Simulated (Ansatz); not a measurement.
Input file:

```yaml
crystal:
  periodic: [false, false, false]
  atoms:
    - {symbol: S, position_ang: [0.000000, -0.039150, -0.036334]}
    - {symbol: H, position_ang: [0.000000, 1.318330, -0.036334]}
    - {symbol: H, position_ang: [0.000000, -0.035648, 2.748664]}
    - {symbol: H, position_ang: [0.000000, -0.037239, -1.556461]}
basis:
  gaussian: {orbitals: 6-31G, fitting: {mean_field: def2-universal-jkfit}}
total_charge: 1
magnetization: {spin_polarized: true, initial_magnetization: 2}
hamiltonian: {xc: {name: r2SCAN}}
correlation: {method: ccsd, electrons: outside_noble_gas}
```

```sh
$ ansatz run in.yaml --threads 1 --pin off --events-out ev --progress --plain --max-ram 2393MiB
```

Roughly how long does this take on 1 thread of Arm Neoverse V1, shared host, and how much host memory?

1.3 s wall and 0.09 GiB.

```
182 factors; integrals over basis functions are off by at most 1.8e-1 eV
mean field evaluation 1: about -10867.4842 eV, gradient 1.2e1 eV
mean field evaluation 2: about -10867.4825 eV, gradient 1.2e1 eV
mean field evaluation 4: about -10868.5994 eV, gradient 8.0e-1 eV
mean field evaluation 8: about -10868.6087 eV, gradient 3.1e-2 eV
mean field evaluation 16: about -10868.6087 eV, gradient 6.1e-6 eV
mean field -10868.60867586 eV, -399.4140018302 hartree, gradient 6.1e-6 eV, S^2 2.002478; 0 other end points of the search recorded, 0 dependent functions left out
5 core orbitals not correlated: weight in the atoms' cores, before any rotation towards them, 1.000 or more for the frozen orbitals, at most 0.000 for the correlated occupied ones
reference -10850.73054552 eV, -398.7569926584 hartree; 5, 3 occupied and 9, 11 virtual orbitals, 182 factors
second order -1.40182309 eV of doubles, -0.12177901 eV of singles
cycle   1  -1.82469378 eV  change   -3.0e-1 eV  update   5.0e-2
cycle   2  -1.98006013 eV  change   -1.6e-1 eV  update   2.1e-2
cycle   3  -1.99137223 eV  change   -1.1e-2 eV  update   5.8e-3
cycle   4  -1.99488665 eV  change   -3.5e-3 eV  update   2.9e-3
cycle   5  -1.99567891 eV  change   -7.9e-4 eV  update   1.3e-3
cycle   6  -1.99580494 eV  change   -1.3e-4 eV  update   4.0e-4
cycle   7  -1.99596830 eV  change   -1.6e-4 eV  update   1.2e-4
cycle   8  -1.99595297 eV  change    1.5e-5 eV  update   4.2e-5
cycle   9  -1.99594242 eV  change    1.1e-5 eV  update   1.8e-5
cycle  10  -1.99594565 eV  change   -3.2e-6 eV  update   7.3e-6
Total energy: -10852.72649117 eV, -398.8303423082 hartree
```
